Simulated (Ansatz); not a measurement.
A nudged elastic band was laid between two geometries of AlClH2 + H (5 atoms, charge 0, multiplicity 2).

Theory: UKS r2SCANh-D4/def2-SVP in Ansatz 0.2.0.

```yaml
movable_images: 5
climbing_image: yes
spring: 5.0 eV/Å²
optimiser: quadratic models (default)
start_path: through a guess of the saddle point
force_threshold: 0.05 eV/Å
iteration_limit: 60
end_points: relaxed
```

First end point:

```xyz
5
Properties=species:S:1:pos:R:3
Al 0.002 0.000 -0.136
Cl 0.010 -0.001 1.971
H 1.397 0.000 -0.868
H -1.400 0.000 -0.856
H -0.010 0.000 4.960
```

Last end point:

```xyz
5
Properties=species:S:1:pos:R:3
Al 0.000 0.000 -0.504
Cl 0.001 -0.001 3.475
H 1.372 0.000 -1.331
H -1.373 0.000 -1.331
H 0.001 0.000 4.760
```

Which bonds break or form, and what moves?

Bonds broken: Al1–Cl2. Bonds formed: Cl2–H5. AlClH2 + H becomes AlH2 + ClH.

What energy profile does the band end with?

The forces met the threshold. The highest image is number 3 of 0 to 6, 1.00 eV above the first end and 0.29 eV above the last; the last end lies 0.71 eV above the first. A vibrational analysis at the climbing image gives 2 clearly imaginary modes (468i, 354i cm⁻¹): a point of higher order, so a lower path passes nearby.

```
image  path coordinate (Å)  energy (eV)  Al1–Cl2 (Å)  Cl2–H5 (Å)
    0                 0.00         0.00         2.11        2.99
    1                 0.42         0.02         2.11        2.53
    2                 0.83         0.25         2.17        2.00
    3                 1.25         1.00         2.56        1.45
    4                 1.75         0.82         3.08        1.30
    5                 2.25         0.73         3.53        1.29
    6                 2.75         0.71         3.98        1.29
```

What is the geometry of the highest image?


```xyz
5
Properties=species:S:1:pos:R:3:forces:R:3
Al 0.000 -0.002 0.017 0.00 -0.01 0.01
Cl 0.000 -0.002 2.581 0.00 0.00 -0.01
H 1.384 0.001 -0.777 0.00 0.00 0.00
H -1.385 0.001 -0.778 0.00 0.00 0.00
H 0.001 0.002 4.027 0.00 0.00 0.01
```

Time of the run: 97 s on 1 thread of Intel(R) Xeon(R) Platinum 8488C (Sapphire Rapids), on a shared host, peak memory 0.17 GiB.
